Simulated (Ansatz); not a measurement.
Process, species as SMILES: OO (H2O2) → 2 H atom + 2 O atom
B3LYP-D3(BJ)/def2-TZVP geometries, fixed; electronic energies without zero-point terms.
Largest species:
```xyz
4

O      0.0155     0.7238    -0.0702
O     -0.0112    -0.7261    -0.0419
H      0.8057     0.8967     0.4614
H     -0.8394    -0.8786     0.4355
```

Basis-set convergence of the atomisation energy at PBE0 with Ansatz (a first-principles code). Cartesian d functions, on some or all atoms, in 6-31G*, 6-31+G*; all else is spherical. The program fits the integrals of some runs and decomposes those of others, by size. Open shells are unrestricted. No added dispersion term, no relativity. Functions are those of the species that has most. Reference: the value in aug-pcseg-3, 263.64 kcal/mol, itself unsure by roughly 0.29 kcal/mol (its mean distance from aug-cc-pVQZ, cc-pV5Z, def2-QZVPPD). Deviations are taken from unrounded values.

```tsv
basis	functions	atomisation energy (kcal/mol)
6-31G*	34	254.05
6-31+G*	42	254.36
cc-pVDZ	38	254.07
aug-cc-pVDZ	64	260.28
def2-SVP	38	259.10
def2-SVPD	62	263.39
pcseg-1	38	254.63
aug-pcseg-1	64	260.36
6-311G**	48	257.49
6-311+G**	56	258.11
def2-TZVP	74	260.55
def2-TZVPD	98	261.56
cc-pVTZ	88	262.11
aug-cc-pVTZ	138	262.98
pcseg-2	88	263.10
aug-pcseg-2	138	263.66
def2-TZVPP	90	262.53
def2-TZVPPD	114	263.06
cc-pVQZ	170	263.17
aug-cc-pVQZ	252	263.50
def2-QZVPP	174	262.96
def2-QZVPPD	198	263.19
pcseg-3	186	263.61
aug-pcseg-3	268	263.64
```

What the diffuse functions change, pair by pair:
- 6-31G* to 6-31+G*: 8 more functions, deviation -9.60 to -9.28 kcal/mol
- cc-pVDZ to aug-cc-pVDZ: 26 more functions, deviation -9.58 to -3.36 kcal/mol
- def2-SVP to def2-SVPD: 24 more functions, deviation -4.55 to -0.25 kcal/mol
- pcseg-1 to aug-pcseg-1: 26 more functions, deviation -9.01 to -3.29 kcal/mol
- 6-311G** to 6-311+G**: 8 more functions, deviation -6.15 to -5.53 kcal/mol
- def2-TZVP to def2-TZVPD: 24 more functions, deviation -3.10 to -2.08 kcal/mol
- cc-pVTZ to aug-cc-pVTZ: 50 more functions, deviation -1.53 to -0.67 kcal/mol
- pcseg-2 to aug-pcseg-2: 50 more functions, deviation -0.55 to 0.02 kcal/mol
- def2-TZVPP to def2-TZVPPD: 24 more functions, deviation -1.11 to -0.58 kcal/mol
- cc-pVQZ to aug-cc-pVQZ: 82 more functions, deviation -0.47 to -0.14 kcal/mol
- def2-QZVPP to def2-QZVPPD: 24 more functions, deviation -0.68 to -0.45 kcal/mol
- pcseg-3 to aug-pcseg-3: 82 more functions, deviation -0.03 to 0.00 kcal/mol

Leaving out the reference's own pair, they bring the value nearer the reference by more than 0.29 kcal/mol in 10 of 11 pairs.
